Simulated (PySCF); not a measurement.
## Field gradients at the hydrogen positions

Compound: C₄H₅P.
Numbering: `[cH:1]1[cH:2][cH:3][pH:4][cH:5]1` (hydrogens: H6 on C1; H7 on C2; H8 on C3; H9 on P4; H10 on C5)

Geometry (PBE0-D3(BJ)/def2-TZVP, Å), atoms numbered from 1 in this order:
```xyz
10
C4H5P angstrom
C     -0.4016   -1.0773   -0.1876
C      0.9332   -0.5674   -0.4205
C      1.0660    0.7582   -0.1984
P     -0.5439    1.4808    0.1013
C     -1.2904   -0.1421    0.2121
H     -0.6514   -2.1229   -0.3312
H      1.7447   -1.2075   -0.7490
H      1.9783    1.3231   -0.3298
H     -0.4493    1.8578    1.4651
H     -2.3358   -0.3251    0.4182
```

Level: PBE0/pcSseg-2 (PySCF, non-relativistic); Q(2H) = 0.00286 b; rigid geometry, the same for H and D, with no vibrational averaging.

**Question.** Rank these positions by the coupling χzz of a deuteron there, largest first.
A. H8 (hydrogen on carbon)
B. H7 (hydrogen on carbon)
C. H9 (hydrogen on phosphorus)

**Answer.** A (205 kHz), B (199 kHz), C (118 kHz).

**Question.** Tabulate Vzz, the asymmetry η and χzz = 234.96 MHz × Q × Vzz for every hydrogen position.

**Answer.** 
```json
{"atom": "H6", "bonded to": "C1", "bond length (Å)": "1.085", "Vzz (au)": "0.2956", "η": "0.05", "χzz (kHz)": "199"}
{"atom": "H7", "bonded to": "C2", "bond length (Å)": "1.085", "Vzz (au)": "0.2957", "η": "0.05", "χzz (kHz)": "199"}
{"atom": "H8", "bonded to": "C3", "bond length (Å)": "1.081", "Vzz (au)": "0.3046", "η": "0.05", "χzz (kHz)": "205"}
{"atom": "H9", "bonded to": "P4", "bond length (Å)": "1.418", "Vzz (au)": "0.1754", "η": "0.10", "χzz (kHz)": "118"}
{"atom": "H10", "bonded to": "C5", "bond length (Å)": "1.081", "Vzz (au)": "0.3045", "η": "0.05", "χzz (kHz)": "205"}
```

**Question.** Average by the element that carries the hydrogen.

**Answer.** on C: 202 kHz over 4 positions, mean bond length 1.083 Å; on P: 118 kHz over 1 position, mean bond length 1.418 Å.

Isolated species at its PBE0-D3(BJ)/def2-TZVP geometry, gas phase.
